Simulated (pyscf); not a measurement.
Thermochemistry of product channels of `[CH3][Ga]([OH])[OH]` + `[H]` [doublet] on the doublet surface, in kJ/mol, from ωB97M-D3(BJ)/def2-TZVP energies (ideal gas, 1 atm, RRHO with modes under 100 cm⁻¹ raised to 100, one conformer, R ln 2 for chiral ones without a mode under 150 cm⁻¹). PySCF, gas phase, ωB97X-D3(BJ)/def2-SVP geometries.

```
products                                           ΔE  ΔH(298 K)  ΔG(600 K)  ΔG(1200 K)
-----------------------------------------  ----------  ---------  ---------  ----------
`[CH3][Ga]([O])[OH]` [doublet] + `[H][H]`       +60.1      +57.0      +46.3       +38.0
`[CH4]` + `[OH][Ga][OH]` [doublet]             -134.4     -116.6     -133.0  (withheld)
`[CH2][GaH][OH]` [doublet] + `[OH2]`       (withheld)      +42.5      +17.8        -0.5
```

Task: Fill in the missing entries.

Result: 
- `[CH4]` + `[OH][Ga][OH]` [doublet], ΔG(1200 K): -137.1
- `[CH2][GaH][OH]` [doublet] + `[OH2]`, ΔE: +38.9

These are energies of the channels, which say nothing of barriers. H₃C–Ga(O•)–OH lies 60.7 kJ/mol over its isomer •H₂C–Ga(OH)–OH (electronic energy, ωB97M-D3(BJ)/def2-TZVP). Elements up to Kr have no core potential and no relativistic terms here.
